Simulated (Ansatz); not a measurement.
Input for Ansatz (development build ahead of 0.2.0):

```yaml
crystal:
  periodic: [false, false, false]
  atoms:
    - { symbol: O, position_ang: [0.17367, -0.16902, 0.07997] }
    - { symbol: H, position_ang: [-0.37062, 0.91498, -0.07859] }
    - { symbol: H, position_ang: [1.02478, 0.10775, 0.03651] }
    - { symbol: O, position_ang: [2.83898, 0.08397, 0.07046] }
    - { symbol: H, position_ang: [3.4554, 0.04502, 0.91365] }
    - { symbol: H, position_ang: [3.31734, 0.09598, -0.59797] }
basis:
  gaussian: { orbitals: cc-pVDZ }
hamiltonian:
  xc: hf
correlation:
  method: mp2
  frozen_orbitals: { H: 0, O: 1 }
```

The input is written out in the form of the current development build from the run's settings.

Results

* Converged: yes
* Reference energy: -151.97533 hartree
* Correlation energy: -0.41108 hartree
* Total energy: -152.38641 hartree
* Spin squared of the determinant: 0.000

Caution: no unrestricted run beside it, a lower state can exist.
